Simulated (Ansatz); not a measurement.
Compare A (`C=C(O)CC=O`) with its isomer B (`C#COC(C)O`).

Calculated with Ansatz (gas phase, PBE0-D4/def2-TZVP geometries, no zero-point term in ΔE). CCSD(T)/CBS is the MP2 limit (def2-TZVPP, def2-QZVPP) plus CCSD(T) − MP2 in def2-TZVPP, frozen cores. Functionals use def2-TZVPP. B3LYP here is the variant with VWN-RPA as its local correlation; programs differ in this. One conformer a species, not always the lowest.

A:

Z-matrix (Å, degrees):
```
C
C 1 1.511
C 1 1.492 2 111.9
H 1 1.098 2 106.9 3 -118.7
H 1 1.089 2 108.9 3 124.1
O 2 1.199 1 123.6 3 -139.8
H 2 1.109 1 115.2 3 40.6
O 3 1.358 1 110.8 2 -70.5
C 3 1.330 1 124.5 2 108.1
H 8 0.963 3 109.3 1 176.2
H 9 1.084 3 121.8 1 -179.5
H 9 1.080 3 120.3 1 0.8
```

B:

```xyz
12

C     2.383   -1.157   -1.373
C     1.648   -0.449   -0.744
O     0.893    0.337   -0.046
C    -0.460   -0.139    0.183
C    -1.037    0.780    1.224
O    -1.174   -0.179   -0.993
H     3.032   -1.778   -1.941
H    -0.387   -1.174    0.528
H    -1.046    1.809    0.852
H    -2.058    0.475    1.452
H    -0.442    0.752    2.137
H    -1.353    0.724   -1.279
```

Problem. Which isomer does CCSD(T)/CBS put lower? Give the gap. (An estimate is asked.)

Solution. The calculation gave: A, by 35.4 kcal/mol.

Problem. Give E(B) − E(A) in kcal/mol with MP2/def2-TZVPP, PBE-D4, r2SCAN-D4, B3LYP, CCSD(T)/def2-TZVPP, PBE0-D4, B3LYP-D4. (Best estimate.)

Solution. The calculation gave: MP2/def2-TZVPP 34.4, PBE-D4 38.1, r2SCAN-D4 37.5, B3LYP 36.5, CCSD(T)/def2-TZVPP 35.8, PBE0-D4 37.6, B3LYP-D4 36.9. None reverses the order clearly.

Largest T1 diagnostic: 0.014.
